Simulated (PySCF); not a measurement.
Optical rotation: `C[C@@H](O)[C@@H](C)F`, C4H9FO

Cartesian coordinates in Å; atom numbers follow the order of the lines, from 1:
```xyz
15

C     1.034   -0.931    0.974
C     0.634    0.447    0.464
O     1.807    1.101    0.036
C    -0.371    0.359   -0.695
C    -1.689   -0.300   -0.333
F    -0.629    1.665   -1.104
H     0.196   -1.426    1.452
H     1.398   -1.539    0.150
H     1.838   -0.816    1.695
H     0.164    1.024    1.278
H     1.556    1.923   -0.402
H     0.098   -0.127   -1.559
H    -2.101    0.154    0.566
H    -1.543   -1.362   -0.167
H    -2.397   -0.164   -1.146
```

The calculation used PySCF 2.14.0, TDDFT wB97X-D/def2-SVPD circular dichroism and optical rotation, one conformer, gas phase. Geometry: GFN2-xTB.

The molecule is flexible and this is one conformer; a measurement averages over conformers.

Stereocentres: C2 R, C4 R.

Problem. What is the specific rotation at 633, 589.3, 546, 436, 405, 365, 355 nm?

Solution. [α] in deg dm⁻¹ (g/mL)⁻¹:
| λ (nm) | origin-invariant length gauge | modified velocity gauge | length gauge (centre of mass) | isotropic polarisability (au) |
| --- | --- | --- | --- | --- |
| 633 | +26.2 | +21.4 | +28.2 | 56.5 |
| 589.3 | +30.7 | +25.1 | +33.0 | 56.6 |
| 546 | +36.5 | +29.9 | +39.1 | 56.8 |
| 436 | +61.8 | +51.4 | +66.2 | 57.6 |
| 405 | +74.1 | +62.0 | +79.4 | 57.9 |
| 365 | +97.1 | +82.0 | +103.8 | 58.5 |
| 355 | +104.6 | +88.7 | +111.8 | 58.6 |

Problem. And for the mirror image at 589.3 nm?

Solution. -30.7 deg dm⁻¹ (g/mL)⁻¹ (origin-invariant length gauge): the same size and the opposite sign.

Problem. What is the molar rotation [Φ] = [α]·M/100 of the geometry above at 589.3 nm?

Solution. With M = 92.11 g/mol, +28.3 deg cm² dmol⁻¹ (origin-invariant length gauge).

The first excitation lies at 7.78 eV (159 nm) with R = +12.3 × 10⁻⁴⁰ esu² cm² (velocity form).
